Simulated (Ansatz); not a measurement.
Input and output for C$_{3}$H$_{5}$NO (`CC1(O)C=N1`).

```yaml
crystal:
  periodic: [false, false, false]
  atoms:
    - {symbol: C, position_ang: [-1.017680, -0.573266, 0.623848]}
    - {symbol: C, position_ang: [0.068916, -0.050418, -0.099420]}
    - {symbol: O, position_ang: [1.410639, -0.505352, 0.865170]}
    - {symbol: C, position_ang: [0.755325, 1.064882, -1.151497]}
    - {symbol: N, position_ang: [0.369908, -0.154463, -1.573503]}
    - {symbol: H, position_ang: [-1.181871, -0.458572, 1.286474]}
    - {symbol: H, position_ang: [-1.795702, -0.342319, -0.069278]}
    - {symbol: H, position_ang: [-0.835015, -1.957951, 0.688685]}
    - {symbol: H, position_ang: [2.297881, 0.243662, 0.098790]}
    - {symbol: H, position_ang: [-0.137333, 2.220377, -0.980986]}
basis:
  gaussian: {orbitals: def2-TZVPD}
magnetization: {spin_polarized: true, initial_magnetization: 2}
hamiltonian: {xc: {name: LC-wPBE}}
output: {forces: true}
```

```sh
$ ansatz run in.yaml --threads 2 --pin off --events-out ev --progress --plain --max-ram 4352MiB
```

Shortened log:

```
Functional definition: LC-wPBE
1140 factors; their error is unknown
522 factors; integrals over basis functions are off by at most 3.2e-5 eV
mean field evaluation 1: about -6702.0761 eV, gradient 4.5e1 eV
mean field evaluation 2: about -6695.9464 eV, gradient 6.3e1 eV
mean field evaluation 4: about -6710.1981 eV, gradient 3.5e0 eV
mean field evaluation 8: about -6710.2882 eV, gradient 3.1e-1 eV
mean field evaluation 16: about -6710.2620 eV, gradient 6.6e-3 eV
mean field evaluation 32: about -6710.2620 eV, gradient 1.2e-5 eV
mean field -6710.26200453 eV, -246.5975802874 hartree, gradient 1.2e-5 eV, S^2 2.029866; 0 other end points of the search recorded, 0 dependent functions left out
reference -6710.26200454 eV, -246.5975802877 hartree; 20, 18 occupied and 213, 215 virtual orbitals, 1140 factors
Total energy: -6710.26200454 eV, -246.5975802877 hartree
Atom 0 at    -1.017680    -0.573266     0.623848 Å, force     9.971595   -13.312453   -47.698573 eV/Å
Atom 1 at     0.068916    -0.050418    -0.099420 Å, force     8.323225    -1.973995     0.726483 eV/Å
Atom 2 at     1.410639    -0.505352     0.865170 Å, force     0.304904     4.999542    -6.306390 eV/Å
Atom 3 at     0.755325     1.064882    -1.151497 Å, force    -3.668062    -0.526034     0.315171 eV/Å
Atom 4 at     0.369908    -0.154463    -1.573503 Å, force    -0.231436     3.260713     3.456456 eV/Å
Atom 5 at    -1.181871    -0.458572     1.286474 Å, force   -10.815266     9.546631    47.549023 eV/Å
Atom 6 at    -1.795702    -0.342319    -0.069278 Å, force    -1.486593    -0.511803    -0.033773 eV/Å
Atom 7 at    -0.835015    -1.957951     0.688685 Å, force    -0.569385     4.398866    -0.739563 eV/Å
Atom 8 at     2.297881     0.243662     0.098790 Å, force    -3.835190    -3.326604     3.439744 eV/Å
Atom 9 at    -0.137333     2.220377    -0.980986 Å, force     2.006206    -2.554863    -0.708578 eV/Å
Dipole moment:    -0.422474     0.192302     0.048172 e Å
```

It took 16 s on 2 threads of an Arm Neoverse V1 on a shared host, with 0.78 GiB of host memory at the peak.
